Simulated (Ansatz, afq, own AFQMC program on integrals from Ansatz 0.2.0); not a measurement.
**Where AFQMC and coupled cluster stand for SiN⁺, quintet**

| atom | x (Å) | y (Å) | z (Å) |
| --- | --- | --- | --- |
| Si | 0.0000 | 0.0000 | 0.0000 |
| N | 0.0000 | 0.0000 | 1.8891 |

Basis 6-31G. Only valence electrons are correlated. Ansatz 0.2.0 and our own AFQMC program on the same integrals; the CISD trial comes from CCSD amplitudes, and released means the phaseless constraint is let go. Error bars are statistical, one sigma.

Determinant: UHF, the one that the program's search chose, which needn't be the lowest solution. The geometry is a PBE0/def2-TZVP stationary point of this or a neighbouring charge and spin state.

Full CI on the same integrals is exact in this basis and with this determinant's frozen core.

Cautions: lower spins were not checked; the ph-AFQMC/CISD walk drifts between its halves (2.3 errors).

* T1 diagnostic: 0.0304
* weight of the determinant in the CISD state: 0.919
* ⟨S²⟩ of the determinant: 6.023
* size of the correlated space: 8 electrons in 16 orbitals

Reference: full CI, correlation energy -2.179 eV. The released energy is read at 2.40 1/Eh (meV from the phaseless value at times in 1/Eh: -2.1 ± 2.1 at 0.24, -1.5 ± 2.2 at 0.51, -5.2 ± 2.2 at 0.99, -6 ± 3 at 1.62, -7 ± 3 at 2.40).

```
         level  E − E(reference) (kJ/mol)  share of correlation (%)
            HF                      210.2                      0.00
           MP2                       68.2                     67.57
          CCSD                        5.0                     97.63
       CCSD(T)                        1.5                     99.29
         CCSDT                        0.3                     99.87
      CCSDT(Q)                        0.0                     99.98
        CCSDTQ                        0.0                    100.00
 ph-AFQMC/CISD                  0.6 ± 0.2                     99.73
released AFQMC                 -0.1 ± 0.3                    100.06
```

CCSDT and higher add their correlation energy to the determinant of the CCSD(T) run, since their own runs factorise the integrals more tightly (a shift of under 2 meV). A walk keeps the symmetry of its determinant, which the program's search chose and which needn't be the lowest solution, so a lower state of the same spin and another symmetry isn't excluded. Released energies are given only where the last usable release times agree within the noise; a slower fall can still hide under it.
